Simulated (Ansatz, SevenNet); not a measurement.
For black phosphorus, the machine-learned potential SevenNet-0 (trained on PBE and PBE+U data) gives:

```
Property                                Value
------------------------------  -------------
equilibrium volume per atom     20.99 Å³/atom
elastic constant C11                 53.6 GPa
elastic constant C44                 3.11 GPa
Voigt–Reuss–Hill shear modulus       5.49 GPa
```

### Question
What does r²SCAN in Ansatz (plane waves, PAW) give for the same quantities?

### Answer

- equilibrium volume per atom: 20.71 Å³/atom (decreases by 1.3 %)
- elastic constant C11: 204 GPa (rises by 280 %)
- elastic constant C44: 0.86 GPa (shrinks by 72 %)
- Voigt–Reuss–Hill shear modulus: 16.9 GPa (goes up by 210 %)

For comparison: equilibrium volume per atom 18.97 Å³/atom (measured, temperature not stated, no zero-point or thermal correction; as tabulated in Appalakondaiah et al. (2012), arXiv:1211.3512); elastic constant C11 193 GPa (measured, temperature not stated, no zero-point or thermal correction, axes: 1 zigzag (a = 3.32 Å), 2 across the layers (b), 3 armchair (c); as tabulated in Pogna et al. (2022), arXiv:2206.03736); elastic constant C44 7 GPa (measured, temperature not stated, no zero-point or thermal correction, axes: 1 zigzag (a = 3.32 Å), 2 across the layers (b), 3 armchair (c); as tabulated in Pogna et al. (2022), arXiv:2206.03736).

Changes are worked out from the printed values.

Unless a cell is named, each level is at its own relaxed cell (SevenNet-0 20.99, r²SCAN 20.71 Å³/atom).

Caveats: for a layered or molecular solid the relaxed cell lies over 5 % above the published volume, where the minimum can be shallow (r²SCAN); the cell comes from a level without a dispersion term, which matters for the spacing of layers, chains or molecules (r²SCAN); the cell has another shape than the first-principles one, perhaps another minimum in the same group (SevenNet-0). Ansatz's density-functional and Hartree–Fock values are scalar-relativistic unless marked +SOC, with PAW data made under PBE.

Ansatz is a quantum-chemistry and plane-wave program.
